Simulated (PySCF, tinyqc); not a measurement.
Inside a calculation. Method: CCSD on RHF in the sto-3g basis, frozen core, for CH+, spin multiplicity 1. The lowest restricted solution is unstable here: a spin-polarised one lies 0.0092 hartree lower (PySCF). Computed by tinyqc, a small Python program that keeps every step (integrals from PySCF). Settings: charge = 1, multiplicity = 1, basis = sto-3g, method = RHF, frozen orbitals = 1, energy threshold = 1e-10, iteration cap = 89, orthogonalisation = symmetric, start = atomic densities, DIIS depth = 6, amplitude equations = CCSD, DIIS depth for amplitudes = 0, cap on updates = 62. Command: `OMP_NUM_THREADS=1 python tinyqc.py 25615 25616 out.jsonl` (the two numbers bound the seeds that draw the settings). One thread of a shared host (Intel(R) Xeon(R) Processor @ 2.60GHz), about 0.5 s of CPU time with the checks. The early iterations of the SCF are left out here.

## One-electron integrals

Geometry (angstrom):
```
atom         x         y         z
C     0.000000  0.000000  0.000000
H     0.000000  0.000000  1.291000
```

Basis sto-3g: exponents (1/bohr^2) and contraction coefficients of normalised primitives:
```
element  l (shell)   exponent  coefficient
C            s (1)  71.616837     0.154329
C            s (1)  13.045096     0.535328
C            s (1)   3.530512     0.444635
C            s (2)   2.941249    -0.099967
C            s (2)   0.683483     0.399513
C            s (2)   0.222290     0.700115
C            p (3)   2.941249     0.155916
C            p (3)   0.683483     0.607684
C            p (3)   0.222290     0.391957
H            s (1)   3.425251     0.154329
H            s (1)   0.623914     0.535328
H            s (1)   0.168855     0.444635
```

Overlap, kinetic and nuclear-attraction integrals over the contracted functions; the nuclear repulsion is the sum of Za Zb / Rab.

nuclear repulsion = 2.45938285 hartree

overlap S, order 1C 1s, 1C 2s, 1C 2px, 1C 2py, 1C 2pz, 2H 1s:
```
[[1.000000, 0.248362, 0.000000, 0.000000, 0.000000, 0.039115],
 [0.248362, 1.000000, 0.000000, 0.000000, 0.000000, 0.381937],
 [0.000000, 0.000000, 1.000000, 0.000000, 0.000000, 0.000000],
 [0.000000, 0.000000, 0.000000, 1.000000, 0.000000, 0.000000],
 [0.000000, 0.000000, 0.000000, 0.000000, 1.000000, 0.392391],
 [0.039115, 0.381937, 0.000000, 0.000000, 0.392391, 1.000000]]
```

kinetic energy T (hartree), order 1C 1s, 1C 2s, 1C 2px, 1C 2py, 1C 2pz, 2H 1s:
```
[[15.891122, -0.085890, 0.000000, 0.000000, 0.000000, -0.011426],
 [-0.085890, 0.472250, 0.000000, 0.000000, 0.000000, 0.052774],
 [0.000000, 0.000000, 1.477728, 0.000000, 0.000000, 0.000000],
 [0.000000, 0.000000, 0.000000, 1.477728, 0.000000, 0.000000],
 [0.000000, 0.000000, 0.000000, 0.000000, 1.477728, 0.154326],
 [-0.011426, 0.052774, 0.000000, 0.000000, 0.154326, 0.760032]]
```

nuclear attraction V (hartree), order 1C 1s, 1C 2s, 1C 2px, 1C 2py, 1C 2pz, 2H 1s:
```
[[-34.062638, -4.294032, 0.000000, 0.000000, -0.012073, -0.686284],
 [-4.294032, -5.595168, 0.000000, 0.000000, -0.132667, -1.732353],
 [0.000000, 0.000000, -5.523585, 0.000000, 0.000000, 0.000000],
 [0.000000, 0.000000, 0.000000, -5.523585, 0.000000, 0.000000],
 [-0.012073, -0.132667, 0.000000, 0.000000, -5.612755, -1.653301],
 [-0.686284, -1.732353, 0.000000, 0.000000, -1.653301, -3.662207]]
```

core Hamiltonian H = T + V (hartree), order 1C 1s, 1C 2s, 1C 2px, 1C 2py, 1C 2pz, 2H 1s:
```
[[-18.171517, -4.379922, 0.000000, 0.000000, -0.012073, -0.697710],
 [-4.379922, -5.122918, 0.000000, 0.000000, -0.132667, -1.679579],
 [0.000000, 0.000000, -4.045857, 0.000000, 0.000000, 0.000000],
 [0.000000, 0.000000, 0.000000, -4.045857, 0.000000, 0.000000],
 [-0.012073, -0.132667, 0.000000, 0.000000, -4.135027, -1.498974],
 [-0.697710, -1.679579, 0.000000, 0.000000, -1.498974, -2.902176]]
```

## Two-electron integrals

Functions are numbered as in S; the eight-fold symmetry (ij|kl) = (ji|kl) = (kl|ij) leaves the list below.

Two-electron integrals (ij|kl) in chemists' order, unique and non-zero (hartree):
```
(11|11) 3.541948   (21|11) 0.576921   (21|21) 0.111888   (22|11) 0.854682
(22|21) 0.205284   (22|22) 0.624709   (31|31) 0.020296   (32|31) 0.030858
(32|32) 0.137996   (33|11) 0.852436   (33|21) 0.205335   (33|22) 0.624568
(33|33) 0.672833   (41|41) 0.020296   (42|41) 0.030858   (42|42) 0.137996
(43|43) 0.036269   (44|11) 0.852436   (44|21) 0.205335   (44|22) 0.624568
(44|33) 0.600295   (44|44) 0.672833   (51|51) 0.020296   (52|51) 0.030858
(52|52) 0.137996   (53|53) 0.036269   (54|54) 0.036269   (55|11) 0.852436
(55|21) 0.205335   (55|22) 0.624568   (55|33) 0.600295   (55|44) 0.600295
(55|55) 0.672833   (61|11) 0.091191   (61|21) 0.017592   (61|22) 0.032266
(61|33) 0.032159   (61|44) 0.032159   (61|51) 0.001046   (61|52) 0.001968
(61|55) 0.032492   (61|61) 0.002825   (62|11) 0.240610   (62|21) 0.058672
(62|22) 0.199282   (62|33) 0.194313   (62|44) 0.194313   (62|51) 0.005559
(62|52) 0.040023   (62|55) 0.209023   (62|61) 0.009634   (62|62) 0.086881
(63|31) 0.005677   (63|32) 0.030812   (63|53) 0.007604   (63|63) 0.010051
(64|41) 0.005677   (64|42) 0.030812   (64|54) 0.007604   (64|64) 0.010051
(65|11) 0.213905   (65|21) 0.052797   (65|22) 0.190147   (65|33) 0.180695
(65|44) 0.180695   (65|51) 0.009982   (65|52) 0.065829   (65|55) 0.208838
(65|61) 0.009030   (65|62) 0.098299   (65|65) 0.119247   (66|11) 0.405650
(66|21) 0.100557   (66|22) 0.389999   (66|33) 0.369979   (66|44) 0.369979
(66|51) 0.011184   (66|52) 0.110438   (66|55) 0.429507   (66|61) 0.016688
(66|62) 0.222583   (66|65) 0.277110   (66|66) 0.774606
```

## Orthogonalisation

S = U s U^T; symmetric (Loewdin) form X = U s^(-1/2) U^T, so that X^T S X = 1.

eigenvalues of S: [0.434053, 0.818803, 1.000000, 1.000000, 1.156914, 1.590229]

X, order 1C 1s, 1C 2s, 1C 2px, 1C 2py, 1C 2pz, 2H 1s:
```
[[1.025317, -0.137609, 0.000000, 0.000000, -0.008365, 0.022851],
 [-0.137609, 1.098878, 0.000000, 0.000000, 0.074718, -0.243950],
 [0.000000, 0.000000, 1.000000, 0.000000, 0.000000, 0.000000],
 [0.000000, 0.000000, 0.000000, 1.000000, 0.000000, 0.000000],
 [-0.008365, 0.074718, 0.000000, 0.000000, 1.074795, -0.245187],
 [0.022851, -0.243950, 0.000000, 0.000000, -0.245187, 1.146689]]
```

## Iteration 6 (converged): orbitals

converged F (hartree), order 1C 1s, 1C 2s, 1C 2px, 1C 2py, 1C 2pz, 2H 1s:
```
[[-11.679840, -3.105335, 0.000000, 0.000000, -0.017649, -0.501121],
 [-3.105335, -1.895602, 0.000000, 0.000000, -0.068293, -0.702115],
 [0.000000, 0.000000, -0.272557, 0.000000, 0.000000, 0.000000],
 [0.000000, 0.000000, 0.000000, -0.272557, 0.000000, 0.000000],
 [-0.017649, -0.068293, 0.000000, 0.000000, -0.725421, -0.594263],
 [-0.501121, -0.702115, 0.000000, 0.000000, -0.594263, -0.713500]]
```

Diagonalise F' = X^T F X, C = X C', fill 3 alpha and 3 beta electrons from the bottom; D = 2 C_occ C_occ^T. Each column has its largest component positive (the first on a tie).

F' = X^T F X (hartree):
```
[[-11.457454, -1.535108, 0.000000, 0.000000, -0.035218, -0.034692],
 [-1.535108, -1.263933, 0.000000, 0.000000, 0.062778, -0.336529],
 [0.000000, 0.000000, -0.272557, 0.000000, 0.000000, 0.000000],
 [0.000000, 0.000000, 0.000000, -0.272557, 0.000000, 0.000000],
 [-0.035218, 0.062778, 0.000000, 0.000000, -0.562180, -0.427062],
 [-0.034692, -0.336529, 0.000000, 0.000000, -0.427062, -0.373338]]
```

orbital energies (hartree): [-11.684308, -1.194459, -0.831125, -0.272557, -0.272557, 0.052986]

coefficients C, order 1C 1s, 1C 2s, 1C 2px, 1C 2py, 1C 2pz, 2H 1s:
```
[[0.994367, -0.241920, 0.120354, 0.000000, 0.000000, 0.095012],
 [0.022633, 0.859974, -0.520434, 0.000000, 0.000000, -0.529759],
 [0.000000, 0.000000, 0.000000, 0.770425, -0.637531, 0.000000],
 [0.000000, 0.000000, 0.000000, 0.637531, 0.770425, 0.000000],
 [0.003587, 0.185606, 0.714530, 0.000000, 0.000000, -0.822155],
 [-0.005067, 0.259588, 0.406309, 0.000000, 0.000000, 1.096607]]
```

D after iteration 6, order 1C 1s, 1C 2s, 1C 2px, 1C 2py, 1C 2pz, 2H 1s:
```
[[2.123553, -0.496351, 0.000000, 0.000000, 0.089323, -0.037873],
 [-0.496351, 2.021838, 0.000000, 0.000000, -0.424336, 0.023333],
 [0.000000, 0.000000, 0.000000, 0.000000, 0.000000, 0.000000],
 [0.000000, 0.000000, 0.000000, 0.000000, 0.000000, 0.000000],
 [0.089323, -0.424336, 0.000000, 0.000000, 1.090030, 0.676966],
 [-0.037873, 0.023333, 0.000000, 0.000000, 0.676966, 0.464998]]
```

Within a degenerate level the vectors are fixed only up to a rotation; this is one choice.

## Convergence

Stop when the energy changes by less than 1e-10 hartree and every element of the error matrix X^T (F D S - S D F) X is below 3e-06.

Course of the cycle:
```
iteration   E (hartree)     change  largest element of the error matrix
1          -33.77581054          -                             4.48e-01
2          -37.44944388  -3.67e+00                             3.46e-02
3          -37.45014117  -6.97e-04                             5.67e-03
4          -37.45018101  -3.98e-05                             1.17e-03
5          -37.45018251  -1.50e-06                             1.04e-05
6          -37.45018251  -6.73e-11                             1.50e-07
```

PySCF RHF in the same basis = -37.45018251 hartree

Converged in 6 iterations.

## Integrals over molecular orbitals

(pq|rs) = sum C_ip C_jq C_kr C_ls (ij|kl), one index at a time.

one-electron integrals over orbitals h = C^T H C (hartree):
```
[[-18.159915, 0.364548, -0.172858, 0.000000, 0.000000, -0.135439],
 [0.364548, -4.215724, 0.191481, 0.000000, 0.000000, 0.571190],
 [-0.172858, 0.191481, -3.824034, 0.000000, 0.000000, 0.532755],
 [0.000000, 0.000000, 0.000000, -4.045857, 0.000000, 0.000000],
 [0.000000, 0.000000, 0.000000, 0.000000, -4.045857, 0.000000],
 [-0.135439, 0.571190, 0.532755, 0.000000, 0.000000, -3.050588]]
```

Two-electron integrals over orbitals (pq|rs), unique and non-zero (hartree); the lowest 1 orbital is frozen and left out:
```
(22|22) 0.588666    (32|22) 0.032005    (32|32) 0.104319    (33|22) 0.519616
(33|32) -0.051090   (33|33) 0.593432    (42|42) 0.106107    (43|42) -0.041197
(43|43) 0.045921    (44|22) 0.572095    (44|32) -0.051981   (44|33) 0.549237
(44|44) 0.672833    (52|52) 0.106107    (53|52) -0.041197   (53|53) 0.045921
(54|54) 0.036269    (55|22) 0.572095    (55|32) -0.051981   (55|33) 0.549237
(55|44) 0.600295    (55|55) 0.672833    (62|22) -0.080604   (62|32) 0.009896
(62|33) -0.022570   (62|44) -0.100322   (62|55) -0.100322   (62|62) 0.091699
(63|22) -0.036567   (63|32) 0.077949    (63|33) -0.079987   (63|44) -0.095111
(63|55) -0.095111   (63|62) 0.065300    (63|63) 0.117048    (64|42) -0.036153
(64|43) -0.001873   (64|64) 0.024080    (65|52) -0.036153   (65|53) -0.001873
(65|65) 0.024080    (66|22) 0.540395    (66|32) 0.090575    (66|33) 0.494231
(66|44) 0.468099    (66|55) 0.468099    (66|62) 0.009139    (66|63) 0.063536
(66|66) 0.643505
```

## CCSD: starting amplitudes

t_ij^ab = <ij||ab> / (e_i + e_j - e_a - e_b), whose energy is MP2.

Starting amplitudes (spin orbitals 1a, 1b, ...; amplitudes related by a flip of all spins are not repeated):
```
from      to          t
3a 3b  6a 6b  -0.066195
2a 2b  4a 4b  -0.057548
2a 2b  5a 5b  -0.057548
3a 3b  4a 4b  -0.041106
3a 3b  5a 5b  -0.041106
2a 2b  6a 6b  -0.036755
2a 3b  6a 6b  -0.030635
2a 3b  4a 4b   0.027827
2a 3b  5a 5b   0.027827
```

correlation energy = -0.03569265 hartree

## CCSD: amplitude update 1

t_i^a D_i^a and t_ij^ab D_ij^ab are set to the remaining terms of the spin-orbital equations, evaluated with the old amplitudes; for the doubles these are <ij||ab> + 1/2 <ab||ef> t_ij^ef + 1/2 <mn||ij> t_mn^ab + P(ij)P(ab) <mb||ej> t_im^ae + terms in t^2 + terms with t1, D the orbital-energy denominators.

Amplitudes after update 1 (spin orbitals 1a, 1b, ...; amplitudes related by a flip of all spins are not repeated):
```
from      to          t
3a 3b  6a 6b  -0.087137
2a 2b  4a 4b  -0.081309
2a 2b  5a 5b  -0.081309
3a 3b  4a 4b  -0.063983
3a 3b  5a 5b  -0.063983
2a 3b  6a 6b  -0.046176
2a 3b  4a 4b   0.046123
2a 3b  5a 5b   0.046123
2a 2b  6a 6b  -0.045658
3a        6a   0.010834
2a        6a  -0.002529
```

correlation energy = -0.05113784 hartree

## CCSD: convergence

E_corr = 1/4 sum <ij||ab> t_ij^ab + 1/2 sum <ij||ab> t_i^a t_j^b; stop when the norm of the change is below 1e-8.

Course of the amplitude iterations:
```
update  correlation energy (hartree)  norm of the change
0                        -0.03569265                   -
1                        -0.05113784            1.35e-01
2                        -0.05836447            7.00e-02
3                        -0.06187477            3.76e-02
4                        -0.06362822            2.07e-02
5                        -0.06452407            1.17e-02
6                        -0.06499038            6.87e-03
7                        -0.06523708            4.17e-03
8                        -0.06536961            2.62e-03
9                        -0.06544191            1.69e-03
10                       -0.06548202            1.12e-03
11                       -0.06550465            7.54e-04
12                       -0.06551768            5.12e-04
13                       -0.06552533            3.51e-04
...                              ...                 ...
29                       -0.06553775            9.82e-07
30                       -0.06553775            6.81e-07
31                       -0.06553776            4.73e-07
32                       -0.06553776            3.28e-07
33                       -0.06553776            2.27e-07
34                       -0.06553777            1.58e-07
35                       -0.06553777            1.09e-07
36                       -0.06553777            7.59e-08
37                       -0.06553777            5.27e-08
38                       -0.06553777            3.66e-08
39                       -0.06553777            2.54e-08
40                       -0.06553777            1.76e-08
41                       -0.06553777            1.22e-08
42                       -0.06553777            8.47e-09
```

Converged amplitudes (spin orbitals 1a, 1b, ...; amplitudes related by a flip of all spins are not repeated):
```
from      to          t
3a 3b  6a 6b  -0.105422
3a 3b  4a 4b  -0.099540
3a 3b  5a 5b  -0.099540
2a 2b  4a 4b  -0.098743
2a 2b  5a 5b  -0.098743
2a 3b  4a 4b   0.069666
2a 3b  5a 5b   0.069666
2a 3b  6a 6b  -0.056171
2a 2b  6a 6b  -0.047353
3a        6a   0.025264
2a        6a  -0.006761
```

CCSD total energy = -37.51572028 hartree

T1 diagnostic, norm of the one-spin t1 over sqrt(correlated electrons) = 0.013076

Converged in 42 updates.
